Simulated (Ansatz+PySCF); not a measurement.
A calculation with Ansatz (development build ahead of 0.2.0).

```yaml
crystal:
  periodic: [false, false, false]
  atoms:
    - { symbol: P, position_ang: [0.0, 0.0, 0.0] }
    - { symbol: S, position_ang: [1.22542, 1.63389, 3.53747] }
basis:
  gaussian: { orbitals: STO-3G }
total_charge: 1
hamiltonian:
  xc: hf
correlation:
  method: fci
  frozen_orbitals: { P: 5, S: 5 }
```

The input is written out in the form of the current development build from the run's settings.

Output:

```json
{
  "Converged": "yes",
  "Total energy": "-729.79581 hartree",
  "State": "lowest singlet root, of any spatial symmetry"
}
```
